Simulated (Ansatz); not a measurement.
## Relaxing a trial structure of H4OSi

The starting geometry of this gas-phase triplet was optimised with GFN2-xTB as a singlet; its bonds are those of `O[SiH3]`.

```yaml
atoms:
  - { symbol: O, position_ang: [1.2265, -0.1237, 0.6747] }
  - { symbol: Si, position_ang: [0.0038, -1.0833, 0.1999] }
  - { symbol: H, position_ang: [1.4373, 0.6896, 0.2251] }
  - { symbol: H, position_ang: [-1.2656, -0.3550, 0.2551] }
  - { symbol: H, position_ang: [0.2245, -1.5470, -1.1716] }
  - { symbol: H, position_ang: [0.0832, -2.1557, 1.1775] }
```

Q: Where would you expect an optimisation with PBE-D3(BJ)/def2-SVP to take it?

A: It falls apart into H3OSi + H. Contacts that open: Si2–H4 (1.46 → 3.73 Å).

The energy falls by 2.85 eV over 38 steps:

```csv
step,E − E(last) (eV)
1,2.847
5,1.101
9,0.266
13,0.077
17,0.006
22,0.001
26,0.000
30,0.000
34,0.000
38,0.000
```

Final geometry (Å):

```yaml
atoms:
  - { symbol: O, position_ang: [1.0306, -0.2277, 0.6865] }
  - { symbol: Si, position_ang: [0.0393, -1.5918, 0.7959] }
  - { symbol: H, position_ang: [0.6530, 0.4983, 0.1545] }
  - { symbol: H, position_ang: [-0.5340, 1.4899, -1.2240] }
  - { symbol: H, position_ang: [-0.3447, -2.1232, -0.5758] }
  - { symbol: H, position_ang: [0.8656, -2.6205, 1.5235] }
```

No frequencies were run, so the end isn't proven a minimum. Open shells are spin-unrestricted. The triplet needn't be the ground state. Run with Ansatz 0.2.0, 2.2 min on 1 thread of Intel(R) Xeon(R) Processor @ 2.50GHz (Skylake/Cascade Lake), on a shared host.
